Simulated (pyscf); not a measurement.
## Routes from H₃Ge–GeH₃ + HF

Candidate steps break at most two bonds and form at most two. Each was searched with GFN2-xTB (tblite) first. Structures and frequencies: ωB97X-D3(BJ)/def2-SVP in PySCF. Energies: ωB97M-D3(BJ)/def2-TZVP, kJ/mol, from the separated reactants, singlet surface; ΔG‡ with ideal gas, 1 atm, RRHO with modes under 100 cm⁻¹ raised to 100, one conformer, R ln 2 for chiral ones without a mode under 150 cm⁻¹.

```tsv
products	type	ΔE‡	ΔE	ΔG‡ 298 K	ΔG‡ 900 K	ν‡ (cm⁻¹)
F–GeH₂–GeH₃ + H₂	four-centre exchange	156.6	-33.5	186.3	260.9	1190i
F–GeH₃ + GeH₄	four-centre exchange	182.4	-32.0	210.3	286.4	1042i
```

Plain bond fissions and candidates not yet searched are not listed, and one of them may be faster. Each barrier is that of the saddle found; lower ones may exist. Elements up to Kr have no core potential and no relativistic terms here.
